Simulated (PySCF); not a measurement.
Computed with PBE-D3(BJ)/def2-TZVP // PBE-D3(BJ)/def2-SVP in PySCF. Gas-phase values, no solvent. Delta-SCF ions had no search for a lower state. 

Reference species (SMILES): `CC#N` (neutral, multiplicity 1).

The vertical ionisation energy (Delta-SCF) is 12.00 eV, the HOMO–LUMO gap is 7.60 eV and the dipole moment is 3.96 D.

Changed species: `CN(C)C` (free base N(CH3)3; the reference has free base CH3CN).

What does the change do to the vertical ionisation energy (Delta-SCF), HOMO–LUMO gap and dipole moment?

the vertical ionisation energy (Delta-SCF) drops by 3.84 eV, to 8.16 eV; the HOMO–LUMO gap falls by 2.50 eV, to 5.10 eV; the dipole moment decreases by 3.63 D, to 0.33 D.
